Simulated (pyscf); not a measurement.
Single points on ωB97X-D3(BJ)/def2-SVP structures (PySCF, gas phase).

SMILES: [OH][Ti]([OH])([OH])[OH]
```xyz
9

O     -0.4519    -0.1833     0.8935
Ti    -0.0679     0.5987    -0.6677
O      1.3541     1.6656    -0.4796
O     -1.4829     1.5587    -1.1895
O      0.3100    -0.6449    -1.8947
H      0.0783    -0.2362     1.6947
H      1.3926     2.6262    -0.4381
H     -1.9041     1.6026    -2.0536
H      0.1559    -1.5944    -1.8707
```

### Question
How much does it cost (ΔH, 298 K, ωB97M-D3(BJ)/def2-TZVP) to split HO–Ti(OH)(OH)–OH (SMILES [OH][Ti]([OH])([OH])[OH]) at its O–Ti bond into OH• + [HO–Ti(OH)–OH]•?

### Answer
O–Ti to OH• + [HO–Ti(OH)–OH]•: 98.9 kcal/mol. The 7 functionals that were run give +95.1 (M06-2X) to +110.8 kcal/mol (PBE). The radicals are drawn with the spin at the cut bond; how far it spreads was not checked. Other isomers of [HO–Ti(OH)–OH]• were not searched in full and may lie lower. Left out: the spin-orbit lowering of OH. Open-shell species with a d-block atom are single-reference here; other states, and whether the spin sits on metal or ligand, were not checked.
